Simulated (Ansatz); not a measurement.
**CHS−: single points off equilibrium**

Aim: energy, forces and dipole at a structure displaced at random from a GFN2-xTB minimum, from CCSD(T) and from density functionals.

Program: Ansatz 0.2.0, Gaussian basis. Level of theory: single points in def2-TZVPPD. These are calculated values, not measurements.

Cores are frozen in the correlated methods.

**1. The starting structure**

3 atoms, charge -1, spin multiplicity 1.

Atoms are counted from 1 here; the program's logs count them from 0.

Bond lengths: C1–S2 1.661 Å, C1–H3 1.130 Å. Angles: S2–C1–H3 111.5°.

Coordinates:

```xyz
3
CHS
C    -0.20040    0.51450    0.00780
S     1.11820   -0.31870    0.57970
H    -0.92170   -0.16900   -0.52950
```

**2. CCSD(T)/def2-TZVPPD**

Input file run/in.yaml:

```yaml
crystal:
  periodic: [false, false, false]
  atoms:
    - {symbol: C, position_ang: [-0.200400, 0.514500, 0.007800]}
    - {symbol: S, position_ang: [1.118200, -0.318700, 0.579700]}
    - {symbol: H, position_ang: [-0.921700, -0.169000, -0.529500]}
basis:
  gaussian: {orbitals: "def2-TZVPPD.json"}
total_charge: -1
correlation: {method: ccsd_t}
output: {forces: true}
```

The basis file named in the input lies beside it (Basis Set Exchange, JSON).

The command line of these runs was not kept.

**3. PBE0-D4/def2-TZVPPD**

Changes to run/in.yaml since step 2:

```diff
@@ -9,3 +9,3 @@
 total_charge: -1
-correlation: {method: ccsd_t}
-output: {forces: true}
+hamiltonian: {xc: pbe0, dispersion: d4}
+output: {forces: true, orbitals: {seedname: orbitals}}
```

**4. wB97M-V/def2-TZVPPD**

Changes to run/in.yaml since step 3:

```diff
@@ -9,3 +9,3 @@
 total_charge: -1
-hamiltonian: {xc: pbe0, dispersion: d4}
-output: {forces: true, orbitals: {seedname: orbitals}}
+hamiltonian: {xc: {name: wB97M-V}}
+output: {forces: true}
```

**5. r2SCAN-D4/def2-TZVPPD**

Changes to run/in.yaml since step 4:

```diff
@@ -9,3 +9,3 @@
 total_charge: -1
-hamiltonian: {xc: {name: wB97M-V}}
+hamiltonian: {xc: r2scan, dispersion: d4}
 output: {forces: true}
```

**6. PBE-D4/def2-TZVPPD**

Changes to run/in.yaml since step 5:

```diff
@@ -9,3 +9,3 @@
 total_charge: -1
-hamiltonian: {xc: r2scan, dispersion: d4}
+hamiltonian: {xc: pbe, dispersion: d4}
 output: {forces: true}
```

**7. CAM-B3LYP-D4/def2-TZVPPD**

Changes to run/in.yaml since step 6:

```diff
@@ -9,3 +9,3 @@
 total_charge: -1
-hamiltonian: {xc: pbe, dispersion: d4}
+hamiltonian: {xc: {name: CAM-B3LYP}, dispersion: d4}
 output: {forces: true}
```

**8. r2SCAN0-D4/def2-TZVPPD**

Changes to run/in.yaml since step 7:

```diff
@@ -9,3 +9,3 @@
 total_charge: -1
-hamiltonian: {xc: {name: CAM-B3LYP}, dispersion: d4}
+hamiltonian: {xc: {name: r2SCAN0}, dispersion: d4}
 output: {forces: true}
```

(Steps that only read results are left out.)

**Question.** What will these runs give? Wanted: RMS force component; RMS force error; HOMO and LUMO, PBE0-D4; T1 diagnostic.

The runs gave:

```
              quantity                                                                                                   value
   RMS force component                                                                    0.247 to 0.431 eV/Å over the methods
       RMS force error  PBE0-D4 0.267, wB97M-V 0.290, r2SCAN-D4 0.174, PBE-D4 0.151, CAM-B3LYP-D4 0.338, r2SCAN0-D4 0.315 eV/Å
HOMO and LUMO, PBE0-D4                                                                                        1.02 and 4.00 eV
         T1 diagnostic                                                                                                   0.026
```

On forces the order runs from PBE-D4 to CAM-B3LYP-D4. Frozen-core CCSD(T) forces in triple zeta carry basis errors of their own, and this is one geometry, so small gaps rank nothing. The T1 diagnostic is large here, over the usual mark for main-group molecules (transition-metal compounds often pass it harmlessly), so CCSD(T) itself may be off. The restricted Hartree–Fock reference is unstable towards an unrestricted one at one or more of these structures.
